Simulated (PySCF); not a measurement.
How well do the runs reproduce experiment for C3H3N?

**What was measured.**

NIST CCCBDB Release 22 (SRD 101), experimental dipoles lists, for the gas: dipole moment (molecular beam) 3.882 D.

How close the calculation comes is told at the end.

Compound: C3H3N.
Numbering: `[CH2:1]=[CH:2][C:3]#[N:4]` (hydrogens: H5, H6 on C1; H7 on C2)

Cartesian coordinates in Å at the GFN2-xTB level; atoms count from 1:
```xyz
7
C3H3N angstrom
C     -0.1623    0.8727   -0.5575
C      0.4624   -0.1520    0.0111
C     -0.2154   -1.1172    0.7857
N     -0.7562   -1.9068    1.4166
H     -1.2257    1.0135   -0.4522
H      0.3708    1.6005   -1.1454
H      1.5298   -0.3058   -0.0853
```

The PySCF runs (gas phase, on this GFN2-xTB geometry; no spin–orbit coupling):

```csv
level,job,basis functions,wall time
CAM-B3LYP/def2-SVPD,"8 singlets by full TDDFT, 3 Tamm–Dancoff triplets, polarisability",104,5.4 s
```

Hardware: one thread of an Arm Neoverse V2, on a shared host.

Results beside the measurements:

**Dipole moment.** Measured: 3.882 D (NIST CCCBDB Release 22 (SRD 101), experimental dipoles).

| level | computed (D) | computed − measured (D) | % (from the printed values) |
| --- | --- | --- | --- |
| CAM-B3LYP/def2-SVPD | 4.049 | +0.167 | +4 |

The computed dipoles belong to one fixed geometry; measured ones are averaged over vibrations unless marked μe. Magnitudes are compared, not signs.

The geometry is computed, not the measured one. Where a level misses, the cause wasn't examined.
